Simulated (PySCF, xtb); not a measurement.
**CH4BO−: where a starting geometry ends**

The starting geometry of this gas-phase singlet was built from a drawn formula by distance geometry and a force field; its bonds are those of `BC[O-]`.

```xyz
7

C     1.4073    1.2121   -0.4843
B     0.6929    0.2446    0.4936
O     1.9218    0.5171   -1.5595
H     1.0465    0.0950    1.5754
H    -0.2637   -0.4102    0.0904
H     0.7332    2.0037   -0.8398
H     2.2042    1.7178    0.0345
```

Question: Where would you expect an optimisation with r2SCAN-D4/def2-SVPD to take it?

Answer: It rearranges to `[BH2-]1CO1`. Contacts that close: B2–O3 (2.41 → 1.50 Å).

The energy falls by 1.86 eV over 14 steps:

```csv
step,E − E(last) (eV)
1,1.862
2,1.419
4,0.970
5,0.574
7,0.609
8,0.204
10,0.019
11,0.005
13,0.000
14,0.000
```

Final geometry (Å):

```csv
atom,x (Å),y (Å),z (Å)
C,1.3436,1.4610,-0.3818
B,0.8057,0.1387,0.2804
O,1.7259,0.1782,-0.8978
H,1.2888,-0.2585,1.3540
H,-0.3597,-0.2334,0.0660
H,0.7459,2.0660,-1.0918
H,2.1893,2.0426,0.0352
```

From the same start GFN2-xTB reaches the same bonding as this run.

The end wasn't checked by frequencies. Run with PySCF 2.14.0, 93 s on 2 threads of Arm Neoverse V2, on a shared host.
